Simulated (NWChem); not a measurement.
**CH4FSi (SMILES C[SiH]F): UHF/6-31G(d) (spherical functions)**

Aim: the vertical ionisation energy of CH4FSi at UHF/6-31G* (spherical functions), from 2 runs. 

The calculation is run with NWChem 7.3.0.

## Step 1: The structure to begin with

CH4FSi has 7 atoms, charge 0, and is taken as a doublet. As SMILES, `C[SiH]F`. Geometry: relaxed at PBE0-D4/def2-TZVP.

Bond lengths: C1–Si2 1.864 Å, Si2–F3 1.609 Å, C1–H4 1.091 Å, C1–H5 1.093 Å, C1–H6 1.094 Å, Si2–H7 1.494 Å. Angles: C1–Si2–F3 108.7°, C1–Si2–H7 111.7°, F3–Si2–H7 106.7°, Si2–C1–H4 111.5°, Si2–C1–H5 109.9°, Si2–C1–H6 110.0°, H4–C1–H5 108.4°, H4–C1–H6 108.5°, H5–C1–H6 108.5°.

## Step 2: A single-point energy at UHF/6-31G(d) (spherical functions)

File input.nw:

```
start input
memory total 2200 mb

geometry noautosym nocenter noautoz
 C       -0.653500       0.389500      -0.298000
 Si       0.917400      -0.594100      -0.104100
 F        0.640700      -1.812800       0.909600
 H       -1.444900      -0.207800      -0.754100
 H       -0.470200       1.260900      -0.931700
 H       -1.000700       0.738300       0.679600
 H        2.011300       0.226000       0.498700
end

basis "ao basis" spherical bse
 * library 6-31G*
end

scf
 nopen 1
 uhf
 thresh 1e-08
 maxiter 80
 noprint "final vectors analysis"
end

task scf
```

Command:

```bash
$ nwchem input.nw > input.out
```

What it wrote:

```text
[...]
  functions       =    54
[...]
  wavefunction    = UHF
[...]
         Total SCF energy =   -428.570389426073
      One electron energy =   -806.662633364864
      Two electron energy =    271.209784226019
 Nuclear repulsion energy =    106.882459712771
                       Sz =      0.5000
                 Sz(Sz+1) =      0.7500
                      S^2 =      0.7522
[...]
```

It took 7.8 s on 1 thread of AMD EPYC 9R14 (Zen 4), shared host; peak memory 0.096 GiB.

## Step 3: The singlet cation at the same level

File struct.nw:

```
start struct
memory total 2200 mb
charge 1

geometry units angstroms noautosym nocenter noautoz
C    -0.653500    0.389500   -0.298000
Si    0.917400   -0.594100   -0.104100
F     0.640700   -1.812800    0.909600
H    -1.444900   -0.207800   -0.754100
H    -0.470200    1.260900   -0.931700
H    -1.000700    0.738300    0.679600
H     2.011300    0.226000    0.498700
end

basis "ao basis" spherical bse
* library 6-31G*
end

scf
thresh 1e-08
maxiter 80
print low
end

task scf energy
```

Command:

```bash
$ nwchem struct.nw > struct.out
```

What it wrote:

```text
[...]
  functions       =    54
[...]
  wavefunction    = RHF
[...]
         Total SCF energy =   -428.268427817879
      One-electron energy =   -797.740476708220
      Two-electron energy =    262.589589177570
 Nuclear repulsion energy =    106.882459712771
        Time for solution =      4.9s
 Task  times  cpu:        5.1s     wall:        5.1s
[...]
```

It took 6 s on 1 thread of AMD EPYC 9R14 (Zen 4), shared host; peak memory 0.097 GiB.

## Step 4: Summary of results

Level: UHF/6-31G* (spherical functions).

```
                                          quantity          value
                      doublet CH4FSi: total energy  -428.57039 Eh
                     doublet CH4FSi: dipole moment         1.88 D
                              doublet CH4FSi: ⟨S²⟩          0.752
                      singlet cation: total energy  -428.26843 Eh
vertical ionisation energy (to the singlet cation)       8.217 eV
```

**Reading.** The vertical ionisation energy comes to 8.22 eV (189 kcal/mol). Only the singlet of the ionised species was computed; a triplet could lie lower.
